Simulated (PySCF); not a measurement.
# SiH₄: breathing scan

Computed with PySCF, PBE, basis Si def2-TZVP, H def2-TZVP (no relativity, density fitting).

Rigid scan from the singlet minimum (Si–H 1.493 Å (×4); H–Si–H 109.5° (×6)). Coordinate: all bonds to the central atom scaled together. Energies in kJ/mol from the minimum.

(1) Predict the curve at 0.88, 0.92, 0.96, 1.00, 1.04, 1.08, 1.14, 1.22, 1.35.

Results:

(1) 
```json
{"scale of all bonds to the centre": "0.88", "E (kJ/mol)": "143.1"}
{"scale of all bonds to the centre": "0.92", "E (kJ/mol)": "57.9"}
{"scale of all bonds to the centre": "0.96", "E (kJ/mol)": "13.2"}
{"scale of all bonds to the centre": "1.00", "E (kJ/mol)": "0.0"}
{"scale of all bonds to the centre": "1.04", "E (kJ/mol)": "11.0"}
{"scale of all bonds to the centre": "1.08", "E (kJ/mol)": "40.5"}
{"scale of all bonds to the centre": "1.14", "E (kJ/mol)": "109.5"}
{"scale of all bonds to the centre": "1.22", "E (kJ/mol)": "230.4"}
{"scale of all bonds to the centre": "1.35", "E (kJ/mol)": "454.6"}
```

At long bonds a restricted determinant can lie too high, and another spin state can fall below this curve.

Other isomers or separated fragments may lie lower.
